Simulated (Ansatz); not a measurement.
Consider MgS in the rock salt structure (space group Fm-3m, No. 225; a = 5.230 Å).

All numbers come from DFT with PBE, PAW potentials and a 420 eV plane-wave cutoff in Ansatz (a first-principles code), no spin-orbit coupling.

Perturbation: every S is replaced by Se, then cell and atoms are relaxed.

Measured lattice parameter a: MgS 5.188 Å (static lattice; corrected from measurement; as listed in Tamar Goldzak et al., The Journal of Chemical Physics (2022)); MgSe 5.46 Å (room temperature; as listed in M J Lucero, T M Henderson, G E Scuseria, Journal of Physics Condensed Matter (2012)).

Problem. How well does PBE reproduce the measured shift?

Solution. With PBE the lattice parameter a moves by +0.278 Å (5.230 → 5.508) against +0.272 Å measured. The two measured values stand on different bases (one corrected, one not), which blurs small differences.

Whether these cells are dynamically stable was not tested.
